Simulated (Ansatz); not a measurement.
# FH₆Si₂, charge −1: a pair, distance and angle

Method: RKS PBE0-D4/def2-SVPD; program: Ansatz 0.2.0.

### Step 1. The starting structure

9 atoms, charge -1, spin multiplicity 1.

Atoms are counted from 1 here; the program's logs count them from 0.

Bond lengths: F1–Si3 1.816 Å, Si2–Si3 2.373 Å, Si2–H4 1.522 Å, Si2–H5 1.523 Å, Si2–H6 1.522 Å, Si3–H7 1.601 Å, Si3–H8 1.525 Å, Si3–H9 1.525 Å. Angles: Si3–Si2–H4 110.8°, Si3–Si2–H5 122.7°, Si3–Si2–H6 110.6°, H4–Si2–H5 103.9°, H4–Si2–H6 103.1°, H5–Si2–H6 103.8°, F1–Si3–Si2 92.0°, F1–Si3–H7 176.3°, F1–Si3–H8 89.9°, F1–Si3–H9 89.8°, Si2–Si3–H7 84.3°, Si2–Si3–H8 120.3°, Si2–Si3–H9 120.3°, H7–Si3–H8 92.0°, H7–Si3–H9 92.0°, H8–Si3–H9 119.4°.

As a file:

```xyz
9

F    -0.6145   -0.1107   -2.0768
Si    0.1109    1.1044    0.6124
Si   -0.0997   -0.9526   -0.5521
H     1.5040    1.2479    1.2079
H    -0.1448    2.4534   -0.0468
H    -0.7917    1.1219    1.8380
H     0.3582   -1.6022    0.8382
H     1.0976   -1.5466   -1.2864
H    -1.4200   -1.7157   -0.5345
```

This geometry comes from a loose relaxation at PBE in a small basis, which is not shown.

### Step 5. The grid

- distance Si3···F1: 11 values from 1.502 to 2.902 Å
- turn of F1 about Si3: 11 values from −90 to 90 °

Nothing else is relaxed (both partners rigid). Energies count from the ion and the molecule far apart, frozen as in the relaxed pair, each in its own basis (no counterpoise correction).

(The set-up runs are not shown.)

### Step 6. The run at distance Si3···F1 = 1.762 Å, turn of F1 about Si3 = 0°

File input.yaml:

```yaml
crystal:
  periodic: [false, false, false]
  atoms:
    - { symbol: F, position_ang: [-0.583756, -0.133421, -2.042277] }
    - { symbol: Si, position_ang: [0.109354, 1.099742, 0.612683] }
    - { symbol: Si, position_ang: [-0.10202, -0.944495, -0.554079] }
    - { symbol: H, position_ang: [1.502356, 1.248378, 1.18054] }
    - { symbol: H, position_ang: [-0.163711, 2.435908, -0.041846] }
    - { symbol: H, position_ang: [-0.772335, 1.10684, 1.840525] }
    - { symbol: H, position_ang: [0.339872, -1.596071, 0.830898] }
    - { symbol: H, position_ang: [1.096544, -1.536441, -1.26677] }
    - { symbol: H, position_ang: [-1.419194, -1.692578, -0.537508] }
total_charge: -1
basis:
  gaussian: { orbitals: def2-SVPD }
hamiltonian:
  xc: pbe0
  dispersion: d4
output:
  forces: true
```

Started as:

```sh
> ansatz run input.yaml --threads 1 --pin off --max-ram 2560MiB --backend cpu --events-out ev --progress --plain --runs-dir out
```

**Question.** How long does this run take on 1 thread of Arm Neoverse V1, shared host, and how much memory does it need?

About 4.3 s, with a peak of 0.22 GiB.
